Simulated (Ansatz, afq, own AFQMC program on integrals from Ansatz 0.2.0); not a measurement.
H3O, doublet: AFQMC among the cluster methods

```xyz
4

O    -0.1519   -0.0491    0.0000
H    -0.4013    0.8775    0.0000
H     1.0341   -0.0491    0.0000
H     1.7791   -0.0491    0.0000
```

Basis cc-pVTZ. Only valence electrons are correlated. Ansatz 0.2.0 and our own AFQMC program on the same integrals; the CISD trial comes from CCSD amplitudes, and released means the phaseless constraint is let go. ± is one standard error of the sampling.

Determinant: UHF, the one that the program's search chose, which needn't be the lowest solution. The geometry is a point of a scan.

No full CI on the walks' own integrals is used here; CCSDT(Q) serves as the reference and is uncertain by about the last step of the cluster series.

Cautions: the released energies have errors that jump between times, so the bars are unsure, so no released level is given (meV from the phaseless value at times in 1/Eh: -20 ± 19 at 0.24, -3 ± 3 at 0.51, -9 ± 3 at 0.99, -3 ± 4 at 1.62, -91 ± 90 at 2.40), though the last usable value meets CCSDT(Q) within the noise.

```
T1 diagnostic                               : 0.0229
weight of the determinant in the CISD state : 0.919
⟨S²⟩ of the determinant                     : 0.780
size of the correlated space                : 9 electrons in 71 orbitals
```

| level | correlation energy (eV) |
| --- | --- |
| MP2 | -7.0568 |
| CCSD | -7.5464 |
| CCSD(T) | -7.7627 |

**Question.** Estimate where phaseless AFQMC with a CISD trial lies against CCSD(T) on the same integrals.

**Answer.** 0.47 ± 0.15 mEh below CCSD(T).

Reference: CCSDT(Q), correlation energy -7.784 eV.

| level | E − E(reference) (mEh) | share of correlation (%) |
| --- | --- | --- |
| CCSD(T) | 0.78 | 99.73 |
| CCSDT | 0.38 | 99.87 |
| ph-AFQMC/HF | 1.39 ± 0.81 | 99.51 |
| ph-AFQMC/CISD | 0.30 ± 0.15 | 99.89 |

A walk keeps the symmetry of its determinant, which the program's search chose and which needn't be the lowest solution, so a lower state of the same spin and another symmetry isn't excluded.
